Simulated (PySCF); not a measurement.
monofluorosilane, FH₃Si, SMILES F[SiH3], point group C3v.

Force field and properties: PBE0/pcSseg-2 (PySCF, grid level 2). Vibrational terms come from second-order perturbation theory with semi-diagonal cubic constants, by steps of ±0.6 along the normal coordinates of each isotopologue. The parent has the commonest isotopes.

Equilibrium geometry (Å):

```tsv
atom	x	y	z
F1	1.5225	0.0225	0.3522
Si2	-0.0305	0.0019	-0.0230
H3	-0.3724	1.2859	-0.6770
H4	-0.2748	-1.1308	-0.9454
H5	-0.8104	-0.1681	1.2245
```

(1) How much do zero-point and thermal motion change the parent's shieldings?

(2) And the bond lengths, in the parent and with ²H at 3?

(3) What are the dipole moments?

The study (145 SCF points, 121 basis functions) took 8 min on 1 thread of AMD EPYC 7B13, on a host shared with other jobs (rough), peak memory 0.6 GiB, launched as `OMP_NUM_THREADS=1 python ens_run.py task.json out`.

Results:

(1) 
```tsv
atom	σe (ppm)	anharmonic part, 0 K	harmonic part, 0 K	Δσ at 0 K	Δσ at 100 K	Δσ at 500 K
F1	411.83	-1.44	-3.21	-4.65	-4.67	-5.22
Si2	359.94	-0.25	-2.57	-2.83	-2.86	-3.24
H3	26.16	-0.13	-0.23	-0.37	-0.37	-0.41
```

(2) 
```tsv
bond	re (Å)	⟨r⟩ at 0 K	between mean positions	⟨r⟩, labelled
F1–Si2	1.5979	1.6034	1.6032	1.6034
Si2–H3	1.4810	1.5017	1.4908	1.4957
```

(3) 1.387 D at equilibrium; averaged at 0 K: parent 1.391 D; ²H at 3 1.393 D; ²⁹Si at 2 1.391 D; ²H at 3, ²H at 4, ²H at 5 1.397 D; ²H at 3, ²H at 4 1.395 D; ²⁹Si at 2, ²H at 3 1.393 D. Measured: 1.297 D (NIST CCCBDB Release 22 (SRD 101), experimental dipoles).
